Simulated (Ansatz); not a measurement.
## Ansatz (development build ahead of 0.2.0) run

```yaml
crystal:
  periodic: [false, false, false]
  atoms:
    - { symbol: O, position_ang: [0.0, 0.0, 0.55775] }
    - { symbol: H, position_ang: [0.0, 0.0, -0.55775] }
basis:
  gaussian: { orbitals: STO-3G }
magnetization:
  initial_magnetization: 1
hamiltonian:
  xc: hf
correlation:
  method: ccsd_t
  frozen_orbitals: { H: 0, O: 1 }
```

The input is written out in the form of the current development build from the run's settings. Correlation on restricted open-shell orbitals is semicanonical, with singles.

Results

```yaml
Converged: yes
Reference_energy: -74.35422 hartree
CCSD_correlation_energy: -0.03678 hartree
Triples_correction: 0.00000 hartree
Total_energy: -74.39100 hartree
Spin_squared_of_the_determinant: 0.750
```
